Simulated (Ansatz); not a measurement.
**CH3Al (triplet): wave-function methods side by side at a displaced geometry (v1), cc-pVDZ**

One table from this session's results is given with a row withheld; the runs are named, their logs left out.

Program: Ansatz 0.2.0, Gaussian basis. Level of theory: cc-pVDZ, core rule «outside noble gas», up to 6 orbitals frozen. These are calculated values, not measurements.

The runs, in order: UHF; CCSD(T) on ROHF; CCSD(T) on UHF; BCCD(T) on ROHF; CISD as a restricted active space (open shells left free, so some higher excitations enter); CCSDT(Q) on ROHF; CCSDT(Q) on UHF.

29 further runs of the same task are left out: 6 for a known fault of the program, 7 that didn't finish, 16 set aside as unsound or not needed. Runs told in other sessions of the task aren't counted.

## What is computed

The geometry is a PBE0/def2-TZVP stationary point (not a proven minimum) with its atoms shifted at random (size 0.040 Å).

5 atoms, charge 0, spin multiplicity 3.

Atoms are counted from 1 here; the program's logs count them from 0.

Bond lengths: Al1–C2 2.012 Å, C2–H3 1.062 Å, C2–H4 1.068 Å, C2–H5 1.065 Å. Angles: Al1–C2–H3 108.0°, Al1–C2–H4 111.6°, Al1–C2–H5 115.5°, H3–C2–H4 102.3°, H3–C2–H5 104.7°, H4–C2–H5 113.5°.

Set-up of the first run:

Input file in.yaml:

```yaml
crystal:
  periodic: [false, false, false]
  atoms:
    - {symbol: Al, position_ang: [0.003658, 0.004133, 0.748395]}
    - {symbol: C, position_ang: [0.007081, -0.012009, -1.263964]}
    - {symbol: H, position_ang: [-1.000740, 0.047296, -1.594878]}
    - {symbol: H, position_ang: [0.430400, 0.884069, -1.662961]}
    - {symbol: H, position_ang: [0.388025, -0.898910, -1.714451]}
basis:
  gaussian: {orbitals: cc-pVDZ}
magnetization: {spin_polarized: true, initial_magnetization: 2}
hamiltonian: {xc: hf}
output: {orbitals: {seedname: orbitals}}
```

Run with:

```console
> ansatz run in.yaml --threads 1 --pin off --events-out ev --progress --plain --max-ram 2393MiB
```

Among the steps run: UHF; CCSD(T) on ROHF; CCSD(T) on UHF; BCCD(T) on ROHF; CISD as a restricted active space (open shells left free, so some higher excitations enter); CCSDT(Q) on ROHF; CCSDT(Q) on UHF.

One of the session's tables, all rows but one given; the rest of the session is left out.

It belongs to the step «Misses and costs». 

| method | from UCCSDT(Q) (kJ/mol) |
| --- | --- |
| ROHF | +556.8 |
| UHF | +552.3 |
| RMP2 | +86.8 |
| UMP2 | ? |
| CISD | +51.6 |
| RCCSD | +18.6 |
| UCCSD | +18.2 |
| RCCSD(T) | +3.0 |
| UCCSD(T) | +3.0 |
| BCCD(T) | +3.0 |
| RCCSDT | +1.0 |
| UCCSDT | +0.9 |
| RCCSDT(Q) | +0.1 |
| UCCSDT(Q) | 0 |

Q: Estimate the row for UMP2 from the others.

As computed: from UCCSDT(Q) (kJ/mol): +86.1. In the column «from UCCSDT(Q) (kJ/mol)» it lies between CISD (+51.6) and RMP2 (+86.8).

Limits of these values: Restricted and unrestricted rows rest on different reference determinants; a gap between their highest levels can come from leftover correlation error, from unlike frozen cores or from another state.
